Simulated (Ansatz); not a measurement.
**CH₇BO: ionisation energy by level of theory**

One table from this session's results is given with a row withheld; the runs are named, their logs left out.

Method: unrestricted cation, the program's frozen cores in correlated methods; program: Ansatz 0.2.0, Gaussian basis.

Plan: UKS PBE-D4/def2-TZVPP; UKS r2SCAN-D4/def2-TZVPP; UKS PBE0-D4/def2-TZVPP; UKS B3LYP-D4/def2-TZVPP; UKS wB97X-V/def2-TZVPP; UKS wB97M-V/def2-TZVPP; UKS B2PLYP/def2-TZVPP; UHF-CCSD(T)/def2-TZVPP; UHF-MP2/def2-QZVPP; extrapolation to the limit; then −ε(HOMO) from the neutral's earlier runs with LDA (SPW92), PBE-D4, revPBE-D4, BLYP-D4, r2SCAN-D4, B97M-V, PBE0-D4, B3LYP-D4, r2SCANh-D4, r2SCAN0-D4, HSE06-D4, BHLYP-D4, CAM-B3LYP-D4, LC-ωPBE, ωB97X-V, ωB97M-V.

## Structure used throughout

All runs share one geometry, relaxed beforehand with PBE0-D4 in a triple-zeta def2 set.

10 atoms, charge 0, spin multiplicity 1.

Atoms are counted from 1 here; the program's logs count them from 0.

Bond lengths: B1–O2 1.643 Å, B1–H4 1.206 Å, B1–H5 1.207 Å, B1–H6 1.213 Å, O2–C3 1.433 Å, O2–H7 0.963 Å, C3–H8 1.087 Å, C3–H9 1.091 Å, C3–H10 1.090 Å. Angles: O2–B1–H4 103.2°, O2–B1–H5 102.4°, O2–B1–H6 104.3°, H4–B1–H5 115.4°, H4–B1–H6 114.5°, H5–B1–H6 114.7°, B1–O2–C3 114.7°, B1–O2–H7 107.4°, C3–O2–H7 110.2°, O2–C3–H8 105.9°, O2–C3–H9 110.2°, O2–C3–H10 109.1°, H8–C3–H9 109.6°, H8–C3–H10 110.4°, H9–C3–H10 111.4°.

The first run:

File in.yaml:

```yaml
crystal:
  periodic: [false, false, false]
  atoms:
    - {symbol: B, position_ang: [-1.054314, 0.432782, -0.686777]}
    - {symbol: O, position_ang: [0.530692, 0.048119, -0.485142]}
    - {symbol: C, position_ang: [0.837117, -0.595332, 0.757639]}
    - {symbol: H, position_ang: [-1.598140, -0.643776, -0.708932]}
    - {symbol: H, position_ang: [-1.045442, 1.029489, -1.736148]}
    - {symbol: H, position_ang: [-1.322675, 1.112557, 0.281825]}
    - {symbol: H, position_ang: [1.038548, 0.861712, -0.572533]}
    - {symbol: H, position_ang: [0.270751, -1.523046, 0.760839]}
    - {symbol: H, position_ang: [0.520325, 0.030041, 1.593941]}
    - {symbol: H, position_ang: [1.906338, -0.803647, 0.798290]}
basis:
  gaussian: {orbitals: def2-TZVPP}
total_charge: 1
magnetization: {spin_polarized: true, initial_magnetization: 1}
hamiltonian: {xc: pbe, dispersion: d4}
```

Run with:

```sh
$ ansatz run in.yaml --threads 4 --pin off --events-out ev --progress --plain --max-ram 10444MiB
```

Steps of the session up to this table: Cation, UKS PBE-D4/def2-TZVPP; Cation, UKS r2SCAN-D4/def2-TZVPP; Cation, UKS PBE0-D4/def2-TZVPP; Cation, UKS B3LYP-D4/def2-TZVPP; Cation, UKS wB97X-V/def2-TZVPP; Cation, UKS wB97M-V/def2-TZVPP; Cation, UKS B2PLYP (frozen core)/def2-TZVPP; Cation, UHF-CCSD(T)/def2-TZVPP; Cation, UHF-MP2/def2-QZVPP.

One of the session's tables, all rows but one given; the rest of the session is left out.

Orbital estimates, from the neutral's runs:

```
  functional  −ε(HOMO) (eV)
 LDA (SPW92)           6.57
      PBE-D4           6.53
   revPBE-D4           6.50
     BLYP-D4           6.47
   r2SCAN-D4           6.84
      B97M-V           6.96
     PBE0-D4           7.93
    B3LYP-D4           7.75
  r2SCANh-D4           7.36
  r2SCAN0-D4           8.14
    HSE06-D4           7.52
    BHLYP-D4           9.30
CAM-B3LYP-D4           9.42
     LC-ωPBE              ?
     ωB97X-V          10.46
     ωB97M-V          10.30
```

Q: Estimate the row for LC-ωPBE from the others.

**Answer.** −ε(HOMO) (eV): 10.81. In the column «−ε(HOMO) (eV)» it is the highest.
